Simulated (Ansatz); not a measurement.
C2H4N2O, SMILES `N=CC(N)=O`. Charge 0, multiplicity 1. The structure was optimised at the PBE0-D4/def2-TZVP level. It is one conformer, not always the lowest.

```xyz
9

N    -1.109   -1.079    0.334
C    -0.842    0.147    0.458
C     0.448    0.712   -0.076
N     1.241   -0.195   -0.670
O     0.693    1.895    0.049
H    -2.012   -1.317    0.741
H    -1.477    0.898    0.938
H     2.123    0.091   -1.056
H     0.935   -1.152   -0.717
```

**Question.** What is the dipole moment at B3LYP/def2-TZVPP? (An estimate is asked.)

**Answer.** Computed: 2.63 D, with components (-0.81, -2.50, -0.12) D in this frame, pointing from negative to positive charge.

**Question.** And with PBE, r2SCAN, ωB97M-V? (Best estimate.)

**Answer.** Computed: PBE 2.53 D, r2SCAN 2.59 D, ωB97M-V 2.65 D.

**Question.** Give the Mulliken charges with B3LYP, r2SCAN, ωB97M-V in def2-TZVPP. (Estimate.)

**Answer.** The calculation gave: 
```tsv
atom	B3LYP	r2SCAN	ωB97M-V
N1	-0.25	-0.31	-0.25
C2	-0.07	0.02	-0.03
C3	0.27	0.32	0.28
N4	-0.24	-0.29	-0.20
O5	-0.34	-0.37	-0.35
H6	0.16	0.16	0.13
H7	0.11	0.08	0.11
H8	0.18	0.19	0.15
H9	0.18	0.19	0.15
```

B3LYP here is the variant with VWN-RPA as its local correlation; programs differ in this.
